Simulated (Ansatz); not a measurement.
## Pulling the pair apart

The pair of HF (SMILES F, atoms 1–2) and SiH4 (SMILES [SiH4], atoms 3–7), both closed shells, in one local arrangement (a lower one may exist), relaxed at PBE0-D4/def2-TZVP:

| atom | x (Å) | y (Å) | z (Å) |
| --- | --- | --- | --- |
| F1 | -0.2034 | 0.0310 | -2.6257 |
| H2 | -0.6009 | 0.0946 | -1.7926 |
| Si3 | 0.1792 | -0.0281 | 0.8930 |
| H4 | -0.3626 | 0.0579 | 2.2702 |
| H5 | -0.9652 | 0.1564 | -0.0507 |
| H6 | 0.7832 | -1.3593 | 0.6518 |
| H7 | 1.1696 | 1.0475 | 0.6537 |

SiH4 is shifted rigidly along the line between the mean atom positions of the two fragments (negative: closer). Counterpoise interaction energies in kcal/mol. Computed with Ansatz 0.2.0 (basis: def2-TZVPPD); correlated methods freeze the cores.

| shift (Å) | PBE-D4 | MP2 | HF |
| --- | --- | --- | --- |
| -0.28 | -1.52 | 0.10 | 2.31 |
| -0.14 | -1.99 | -0.71 | 0.98 |
| 0.00 | -2.08 | -1.07 | 0.22 |
| 0.14 | -1.98 | -1.18 | -0.19 |
| 0.34 | -1.68 | -1.11 | -0.44 |
| 0.70 | -1.10 | -0.80 | -0.45 |
| 1.40 | -0.39 | -0.35 | -0.24 |
| 2.80 | 0.00 | -0.08 | -0.07 |

At the largest shift the D4 term itself is slightly repulsive (PBE-D4 +2.7 meV): a quirk of that model, not of the functional.

Problem. What does CCSD(T) give at these shifts? (To be estimated.)

Solution. By the calculation: 0.09, -0.74, -1.12, -1.23, -1.16, -0.83, -0.36, -0.08 kcal/mol. For zero shift, CCSD(T) at an estimated basis limit (MP2 extrapolated from triple and quadruple zeta, plus CCSD(T) − MP2 in triple zeta) gives -1.32 kcal/mol. These are counterpoise interaction energies, counted from the two frozen fragments.

The T1 diagnostic stays at or below 0.012.

For scale, one of the runs: CCSD(T)/def2-TZVPPD, 173 basis functions, launched by `ansatz run in.yaml --threads 2 --pin off --events-out ev --progress --plain --max-ram 5222MiB`. Time: 15 s of wall clock on 2 CPU threads of an Arm Neoverse V2; the host was shared. Peak host memory: 1.4 GiB.
